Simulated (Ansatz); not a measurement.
# One element changed: bond dissociation energies of Al–CH3, H3C–Ga

Ansatz 0.2.0, basis cc-pVDZ; geometries are PBE0/def2-TZVP minima. Wave-function levels freeze the cores with the filled d shells of p-block atoms; HF, MP2 and coupled cluster are restricted for singlets and unrestricted otherwise, atoms included, restricted open-shell where a d shell is frozen. NEVPT2 and MRCISD+Q stand on CASSCF in the full valence space, and MRCISD+Q is size-consistent only roughly. The reference is CCSDT(Q) (coupled cluster only where its series has nearly closed). An error is the level's value less the reference. None of these values is a measured one. Energies are electronic, without zero-point terms. No spin–orbit coupling and no scalar relativity. The set is small: it underbinds, by tens of kJ/mol for each bond, so near ties and functionals' places can change in larger sets. The species are chosen: bound, without strong static correlation by their natural occupations or amplitudes, in their lowest spin state as far as vertical gaps and like structures tell, and with a ladder that closes on the reference, so errors are smaller than for species at large; levels whose determinant breaks symmetry or spin markedly are left out.

```tsv
species	bonds (Å)	quantity	symmetry of the states	reference	value (kJ/mol)	error CCSD	error CCSD(T)	error CCSDT	error NEVPT2	error MRCISD+Q
Al–CH3, singlet	C–Al 1.988, C–H 1.098, angles at C 107/112°	C–H bond energy, to Al–CH2 (doublet) + H	–	CCSDT(Q)	413.4	-2.5	0.4	-0.1	-12.1	-0.6
H3C–Ga, singlet	C–Ga 2.035, C–H 1.097, angles at C 108/111°	C–H bond energy, to H2C–Ga (doublet) + H	–	CCSDT(Q)	416.6	-2.2	0.4	-0.1	-12.3	-0.5
```

Al and Ga lie within 0.05 eV, too close for this set-up to order.
